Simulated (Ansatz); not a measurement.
Cost and result for the atomization energy of `CSC=N` (9 atoms, 8 bonds).

Z-matrix (Å, degrees):
```
C
S 1 1.793
H 1 1.090 2 106.6
H 1 1.089 2 110.2 3 -119.7
H 1 1.089 2 110.2 3 119.7
C 2 1.737 1 100.4 3 179.8
N 6 1.265 2 123.6 1 -0.0
H 6 1.096 2 111.0 1 180.0
H 7 1.018 6 110.8 2 -180.0
```

Charge 0, multiplicity 1. All single points use the PBE0-D4/def2-TZVP geometry. It is one conformer, not always the lowest. Program: Ansatz. All runs use 2 threads of an Arm Neoverse V2 on a shared host. Times are those of one run each, without the atoms' runs, and a repeat can differ threefold. Electronic energies, without spin–orbit coupling; frozen cores. CCSD(T)/CBS adds CCSD(T) − MP2 in def2-TZVPP to the MP2 limit, and its time is that of the two runs behind it. T1 = 0.013. B3LYP takes the VWN-RPA correlation (the form of Gaussian; ORCA's B3LYP/G).

CCSD(T)/CBS is a level of theory with its own doubt, some kJ/mol a heavy atom from the limit and from the frozen cores, so smaller differences don't rank the functionals.

```
                            level  functions  wall time  atomization (kJ/mol)  difference from CCSD(T)/CBS  per bond
           LDA (SPW92)/def2-TZVPP        205      1.1 s                3889.1                        545.0      68.1
               BLYP-D4/def2-TZVPP        205      1.9 s                3379.1                         35.0       4.4
  PBE-D4/def2-TZVPP (with forces)        205      2.4 s                3464.7                        120.6      15.1
                 CCSD(T)/def2-SVP         85      2.5 s                3140.9                       -203.2     -25.4
          CAM-B3LYP-D4/def2-TZVPP        205      2.8 s                3362.3                         18.2       2.3
B3LYP-D4/def2-TZVPP (with forces)        205      3.6 s                3363.9                         19.8       2.5
            r2SCANh-D4/def2-TZVPP        205      4.3 s                3333.1                        -11.0      -1.4
              PBE-QIDH/def2-TZVPP        205      4.7 s                3324.9                        -19.2      -2.4
               ωB97X-V/def2-TZVPP        205      7.5 s                3363.0                         18.9       2.4
                B97M-V/def2-TZVPP        205      8.5 s                3368.2                         24.1       3.0
                   MP2/def2-QZVPP        391       20 s                3356.7                         12.6       1.6
               CCSD(T)/def2-TZVPP        205       66 s                3245.2                        -98.9     -12.4
                CCSD(T)/CBS(def2)          –       86 s                3344.1                          0.0       0.0
```

From PBE to PBE0 (25 % exact exchange), in def2-TZVPP and without D4, the atomization energy moves by −84.2 kJ/mol: exact exchange takes away binding that semilocal exchange gives to molecules. At CCSD(T), def2-SVP lies −203.1 kJ/mol from the extrapolated value and def2-TZVPP −98.8 kJ/mol: correlation converges slowly with the basis, and small sets miss more of it in the bonded molecule than in its fragments. In def2-TZVPP, CCSD(T) changes the Hartree–Fock value by +927.8 kJ/mol (the triples alone add +63.7 kJ/mol) and MP2 by +980.9 kJ/mol; breaking electron pairs costs correlation energy, which Hartree–Fock lacks.
